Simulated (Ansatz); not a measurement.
Program: Ansatz 0.2.0.

A structure relaxed at PBE0-D4/def2-TZVP, charge 0, multiplicity 1:

```json
{"atom": "C1", "x (Å)": "0.598", "y (Å)": "1.062", "z (Å)": "0.448"}
{"atom": "C2", "x (Å)": "0.476", "y (Å)": "-0.114", "z (Å)": "-0.466"}
{"atom": "O3", "x (Å)": "1.267", "y (Å)": "-0.407", "z (Å)": "-1.322"}
{"atom": "C4", "x (Å)": "-0.761", "y (Å)": "-1.002", "z (Å)": "-0.274"}
{"atom": "F5", "x (Å)": "-0.765", "y (Å)": "-1.499", "z (Å)": "0.987"}
{"atom": "F6", "x (Å)": "-1.881", "y (Å)": "-0.255", "z (Å)": "-0.425"}
{"atom": "H7", "x (Å)": "1.508", "y (Å)": "1.612", "z (Å)": "0.222"}
{"atom": "H8", "x (Å)": "0.607", "y (Å)": "0.722", "z (Å)": "1.487"}
{"atom": "H9", "x (Å)": "-0.275", "y (Å)": "1.709", "z (Å)": "0.334"}
{"atom": "H10", "x (Å)": "-0.774", "y (Å)": "-1.827", "z (Å)": "-0.990"}
```

Problem. Give its formula and SMILES.

Solution. C3H4F2O, `CC(=O)C(F)F`.

Problem. Point group (tolerance 0.08 Å, 0.16 Å for H)?

Solution. Cs.

Problem. Summarise the bond lengths by kind.

Solution. 2 × C–C 1.494 to 1.534 Å; 4 × C–H 1.088 to 1.093 Å; 1 × C–O 1.201 Å; 2 × C–F 1.355 Å.
